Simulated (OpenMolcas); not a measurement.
# A workflow on doublet [BNH4]+

Wanted: a single-point energy (ROHF/STO-3G), then the energy (CASSCF(3,3)/STO-3G), then a single-point energy (CASPT2(3,3)/STO-3G), then the energy (SC-NEVPT2(3,3)/STO-3G), then a single-point energy (MRCI(3,3)/STO-3G) of doublet [BNH4]+. 

Program for the calculation: OpenMolcas 26.06.

1 further run of the same task is left out (set aside as unsound or not needed).

## 1. Starting point

[BNH4]+: 6 atoms, total charge +1, spin state doublet. SMILES of the parent species: `BN`. Geometry: relaxed at PBE0-D4/def2-TZVP. That shape belongs to the parent species and isn't relaxed for this state.

Bond lengths: B1–N2 1.385 Å, B1–H3 1.197 Å, B1–H4 1.197 Å, N2–H5 1.006 Å, N2–H6 1.006 Å. Angles: B1–N2–H5 123.2°, B1–N2–H6 123.2°, N2–B1–H3 119.0°, N2–B1–H4 119.0°, H5–N2–H6 113.5°, H3–B1–H4 122.0°.

## 2. A single-point energy at ROHF/STO-3G (run 1)

Contents of step1.input:

```
&GATEWAY
 BasLib=$CurrDir
 Coord
 6
 angstrom
 B       -0.128200      -0.679600      -0.025600
 N        0.146100       0.677400       0.010800
 H        0.225800      -1.368000       0.887500
 H       -0.712000      -1.128700      -0.969200
 H       -0.121600       1.313700      -0.720800
 H        0.632000       1.121400       0.771300
 Basis=STO-3G
 Group=NoSym

&SEWARD

&SCF
 UHF
 Charge=1
 Spin=2
 Scramble=0.25
 PrOrbitals=1 1

&RASSCF
 FileOrb=$Project.UnaOrb
 Spin=2
 Nactel=1 0 0
 Inactive=7
 Ras2=1
 OutOrbitals=Canonical
 OrbListing=Nothing
```

The basis set STO-3G is read from a file made from the Basis Set Exchange's data (not shown).

On the command line:

```bash
$ export MOLCAS_MEM=1860
$ pymolcas step1.input > step1.log
```

Log, shortened:

```text
--- Start Module: gateway ---
[...]
--- Stop Module: gateway /rc=_RC_ALL_IS_WELL_ ---
[...]
      Basis functions           14
[...]
--- Start Module: scf ---
[...]
       Convergence after  17 Iterations
[...]
::    Total SCF energy                                -80.1633611307
[...]
      Total spin, S                                     0.5039881410
[...]
--- Stop Module: scf /rc=_RC_ALL_IS_WELL_ ---
--- Start Module: rasscf ---
[...]
      Number of active orbitals                  1
[...]
      Spin quantum number                      0.5
[...]
      Active orbitals                            1
[...]
      Number of CSFs                             1
[...]
      Number of root(s) required                 1
[...]
      Convergence after  7 iterations
[...]
      printout of CI-coefficients larger than  0.05 for root  1
      energy=     -80.160420
      conf/sym  1     Coeff  Weight
             1  u   1.00000 1.00000
      Natural orbitals and occupation numbers for root  1
      sym 1:   1.000000
      ************************************************************************************************************************
      *                                                    Final results                                                     *
[...]
::    RASSCF root number  1 Total energy:    -80.16042036
[...]
      Total electronic charge=   15.000000
      Total            charge=    1.000000
[...]
      Dipole Moment (debye):
      Origin of the operator (angstrom)=    0.0227    0.0669   -0.0056
                   X=  5.7055E-01               Y=  2.8244E+00               Z=  7.5633E-02           Total=  2.8824E+00
      Center of Charge (angstrom)
[...]
--- Stop Module: rasscf /rc=_RC_ALL_IS_WELL_ ---
[...]
```

It took 2.2 s on 1 thread of Arm Neoverse V2, shared host; peak memory 0.37 GiB.

## 3. A single-point energy at CASSCF(3,3)/STO-3G (run 2)

Contents of step2.input:

```
* BH4N CASSCF

&gateway
  baslib = $CurrDir
  coord
  6
  angstrom
  B       -0.128200      -0.679600      -0.025600
  N        0.146100       0.677400       0.010800
  H        0.225800      -1.368000       0.887500
  H       -0.712000      -1.128700      -0.969200
  H       -0.121600       1.313700      -0.720800
  H        0.632000       1.121400       0.771300
  basis = STO-3G
  group = NoSym

&seward

&rasscf
  fileorb = $CurrDir/step1.RasOrb
  spin = 2
  nactel = 3 0 0
  inactive = 6
  ras2 = 3
  orblisting = Nothing
  orbappear = Compact
```

The basis set STO-3G is read from a file made from the Basis Set Exchange's data (not shown).

On the command line:

```bash
$ export MOLCAS_MEM=1860
$ pymolcas step2.input > step2.log
```

Log, shortened:

```text
--- Start Module: gateway ---
[...]
--- Stop Module: gateway /rc=_RC_ALL_IS_WELL_ ---
--- Start Module: seward ---
[...]
      Basis functions           14
--- Stop Module: seward /rc=_RC_ALL_IS_WELL_ ---
--- Start Module: rasscf ---
[...]
      Number of active orbitals                  3
[...]
      Spin quantum number                      0.5
[...]
      Active orbitals                            3
[...]
      Number of CSFs                             8
[...]
      Number of root(s) required                 1
[...]
      Convergence after  7 iterations
[...]
      printout of CI-coefficients larger than  0.05 for root  1
      energy=     -80.160913
      conf/sym  111     Coeff  Weight
             1  2u0   0.99965 0.99931
      Natural orbitals and occupation numbers for root  1
      sym 1:   1.998613   1.000109   0.001278
      ************************************************************************************************************************
      *                                                    Final results                                                     *
[...]
::    RASSCF root number  1 Total energy:    -80.16091316
[...]
      Total electronic charge=   15.000000
      Total            charge=    1.000000
[...]
      Dipole Moment (debye):
      Origin of the operator (angstrom)=    0.0227    0.0669   -0.0056
                   X=  5.6936E-01               Y=  2.8185E+00               Z=  7.5478E-02           Total=  2.8764E+00
      Center of Charge (angstrom)
[...]
--- Stop Module: rasscf /rc=_RC_ALL_IS_WELL_ ---
[...]
```

Wall time 1.5 s (1 thread of Arm Neoverse V2, shared host); peak memory 0.37 GiB.

## 4. A single-point energy at CASPT2(3,3)/STO-3G (run 3)

Contents of step3.inp:

```
* BH4N CASPT2
>>> EXPORT MOLCAS_PRINT=2

&GATEWAY
  BasLib
  $CurrDir
  Coord
  6
  angstrom
  B       -0.128200      -0.679600      -0.025600
  N        0.146100       0.677400       0.010800
  H        0.225800      -1.368000       0.887500
  H       -0.712000      -1.128700      -0.969200
  H       -0.121600       1.313700      -0.720800
  H        0.632000       1.121400       0.771300
  Basis
  STO-3G
  Group
  NoSym

&SEWARD

&RASSCF
  FileOrb
  $CurrDir/step2.RasOrb
  Spin
  2
  Nactel
  3 0 0
  Inactive
  6
  Ras2
  3
  OrbListing
  Nothing
  OrbAppear
  Compact

&CASPT2
  Imaginary
  0.1
  Frozen
  2
```

The basis set STO-3G is read from a file made from the Basis Set Exchange's data (not shown).

On the command line:

```bash
$ export MOLCAS_MEM=1860
$ pymolcas step3.inp > step3.log
```

Log, shortened:

```text
--- Start Module: gateway ---
[...]
--- Stop Module: gateway /rc=_RC_ALL_IS_WELL_ ---
[...]
      Basis functions           14
[...]
--- Start Module: rasscf ---
[...]
      Number of active orbitals                  3
[...]
      Spin quantum number                      0.5
[...]
      Active orbitals                            3
[...]
      Number of CSFs                             8
[...]
      Number of root(s) required                 1
[...]
      Convergence after100 iterations
[...]
      printout of CI-coefficients larger than  0.05 for root  1
      energy=     -80.175432
      conf/sym  111     Coeff  Weight
             1  2u0   0.99531 0.99065
             8  0u2   0.09661 0.00933
      Natural orbitals and occupation numbers for root  1
      sym 1:   1.981315   1.000000   0.018685
      ************************************************************************************************************************
      *                                                    Final results                                                     *
[...]
::    RASSCF root number  1 Total energy:    -80.17543232
[...]
      Total electronic charge=   15.000000
      Total            charge=    1.000000
[...]
      Dipole Moment (debye):
      Origin of the operator (angstrom)=    0.0227    0.0669   -0.0056
                   X=  5.7486E-01               Y=  2.8250E+00               Z=  8.3534E-02           Total=  2.8841E+00
      Center of Charge (angstrom)
[...]
--- Stop Module: rasscf /rc=_RC_ALL_IS_WELL_ ---
[...]
--- Start Module: caspt2 ---
[...]
 ###    WARNING: User changed nr of frozen orbitals.                         ###
 ###############################################################################
[...]
      E2 (Variational):          -0.0595902977
      Total energy:             -80.2350226191
[...]
      Reference weight:           0.97786
[...]
::    CASPT2 Root  1     Total energy:    -80.23502262
[...]
--- Stop Module: caspt2 /rc=_RC_ALL_IS_WELL_ ---
[...]
```

It took 3.3 s on 1 thread of Arm Neoverse V2, shared host; peak memory 0.37 GiB.

## 5. The energy at SC-NEVPT2(3,3)/STO-3G (run 4)

Contents of step4.input:

```
* BH4N NEVPT2

&GATEWAY
 BASLIB = $CurrDir
 COORD
 6
 angstrom
 B       -0.128200      -0.679600      -0.025600
 N        0.146100       0.677400       0.010800
 H        0.225800      -1.368000       0.887500
 H       -0.712000      -1.128700      -0.969200
 H       -0.121600       1.313700      -0.720800
 H        0.632000       1.121400       0.771300
 BASIS = STO-3G
 GROUP = NoSym

&SEWARD

&RASSCF
 FILEORB = $CurrDir/step2.RasOrb
 SPIN = 2
 NACTEL = 3 0 0
 INACTIVE = 6
 RAS2 = 3
 ORBLISTING = Nothing
 ORBAPPEAR = Compact

&CASPT2
 SC-NEVPT2
 FROZEN = 2
```

The basis set STO-3G is read from a file made from the Basis Set Exchange's data (not shown).

On the command line:

```bash
$ export MOLCAS_MEM=1860
$ pymolcas step4.input > step4.log
```

Log, shortened:

```text
--- Start Module: gateway ---
[...]
--- Stop Module: gateway /rc=_RC_ALL_IS_WELL_ ---
[...]
      Basis functions           14
[...]
--- Start Module: rasscf ---
[...]
      Number of active orbitals                  3
[...]
      Spin quantum number                      0.5
[...]
      Active orbitals                            3
[...]
      Number of CSFs                             8
[...]
      Number of root(s) required                 1
[...]
      Convergence after100 iterations
[...]
      printout of CI-coefficients larger than  0.05 for root  1
      energy=     -80.175432
      conf/sym  111     Coeff  Weight
             1  2u0   0.99531 0.99065
             8  0u2   0.09661 0.00933
      Natural orbitals and occupation numbers for root  1
      sym 1:   1.981315   1.000000   0.018685
      ************************************************************************************************************************
      *                                                    Final results                                                     *
[...]
::    RASSCF root number  1 Total energy:    -80.17543232
[...]
      Total electronic charge=   15.000000
      Total            charge=    1.000000
[...]
      Dipole Moment (debye):
      Origin of the operator (angstrom)=    0.0227    0.0669   -0.0056
                   X=  5.7486E-01               Y=  2.8250E+00               Z=  8.3534E-02           Total=  2.8841E+00
      Center of Charge (angstrom)
[...]
--- Stop Module: rasscf /rc=_RC_ALL_IS_WELL_ ---
[...]
--- Start Module: caspt2 ---
[...]
 ###    WARNING: User changed nr of frozen orbitals.                         ###
 ###############################################################################
[...]
      E2 (Variational):          -0.0598350998
[...]
      E2 (Variational):          -0.0597351927
      Total energy:             -80.2351675141
[...]
      Reference weight:           0.97756
[...]
::    SC-NEVPT2 Root  1     Total energy:    -80.23516751
[...]
--- Stop Module: caspt2 /rc=_RC_ALL_IS_WELL_ ---
[...]
```

Run time: 3.3 s. Hardware: 1 thread of Arm Neoverse V2, shared host; peak memory 0.37 GiB.

## 6. The energy at MRCI(3,3)/STO-3G (run 5)

Contents of step5.inp:

```
&GATEWAY
BASLIB=$CurrDir
COORD
6
angstrom
B       -0.128200      -0.679600      -0.025600
N        0.146100       0.677400       0.010800
H        0.225800      -1.368000       0.887500
H       -0.712000      -1.128700      -0.969200
H       -0.121600       1.313700      -0.720800
H        0.632000       1.121400       0.771300
BASIS=STO-3G
GROUP=NoSym
&SEWARD
&RASSCF
FILEORB=$CurrDir/step2.RasOrb
SPIN=2
NACTEL=3 0 0
INACTIVE=6
RAS2=3
ORBLISTING=Nothing
ORBAPPEAR=Compact
&MOTRA
LUMORB
FROZEN=2
&GUGA
ELECTRONS=11
SPIN=2
INACTIVE=4
ACTIVE=3
CIALL=1
&MRCI
SDCI
```

The basis set STO-3G is read from a file made from the Basis Set Exchange's data (not shown).

On the command line:

```bash
$ export MOLCAS_MEM=1860
$ pymolcas step5.inp > step5.log
```

Log, shortened:

```text
--- Start Module: gateway ---
[...]
--- Stop Module: gateway /rc=_RC_ALL_IS_WELL_ ---
[...]
      Basis functions           14
[...]
      Number of active orbitals                  3
[...]
      Spin quantum number                      0.5
[...]
      Active orbitals                            3
[...]
      Number of CSFs                             8
[...]
      Number of root(s) required                 1
[...]
      Convergence after100 iterations
[...]
      printout of CI-coefficients larger than  0.05 for root  1
      energy=     -80.175432
      conf/sym  111     Coeff  Weight
             1  2u0   0.99531 0.99065
             8  0u2   0.09661 0.00933
      Natural orbitals and occupation numbers for root  1
      sym 1:   1.981315   1.000000   0.018685
      ************************************************************************************************************************
      *                                                    Final results                                                     *
[...]
::    RASSCF root number  1 Total energy:    -80.17543232
[...]
      Dipole Moment (debye):
      Origin of the operator (angstrom)=    0.0227    0.0669   -0.0056
                   X=  5.7486E-01               Y=  2.8250E+00               Z=  8.3534E-02           Total=  2.8841E+00
      Center of Charge (angstrom)
[...]
      *** WARNING: Default frozen orbitals is overwritten by user input.
      *** Default values:   2
[...]
--- Start Module: guga ---
[...]
--- Stop Module: guga /rc=_RC_ALL_IS_WELL_ ---
--- Start Module: mrci ---
[...]
       (But an ACPF correction will be computed)
       USE THE DEFAULT ACPF G-VALUE GFAC=  0.18181818181818182
[...]
                      CI ENERGY:   -80.25475601
[...]
                ACPF CORRECTION:    -0.00279696
[...]
      Total electronic charge=   15.000000
      Total            charge=    1.000000
[...]
     ACPF CORRECTION:     -0.00279696
[...]
  CI State   1     Total energy:    -80.25475601     QDav:     -0.00344551     QACPF:     -0.00279696
[...]
--- Stop Module: mrci /rc=_RC_ALL_IS_WELL_ ---
[...]
```

Run time: 3.6 s. Hardware: 1 thread of Arm Neoverse V2, shared host; peak memory 0.37 GiB.

## 7. Outcome

```
                        quantity                                                                value
run 1, ROHF/STO-3G: total energy                                                         -80.16042 Eh
       run 2, CASSCF(3,3)/STO-3G  no result (a known fault or a wrong state: its values are left out)
       run 3, CASPT2(3,3)/STO-3G  no result (a known fault or a wrong state: its values are left out)
    run 4, SC-NEVPT2(3,3)/STO-3G  no result (a known fault or a wrong state: its values are left out)
         run 5, MRCI(3,3)/STO-3G  no result (a known fault or a wrong state: its values are left out)
```

**Reading.** Mulliken charges (run 1, ROHF/STO-3G) run from -0.21 on N2 to +0.42 on B1. 4 of the 5 runs ended normally but are set aside, since settings or state are in doubt.
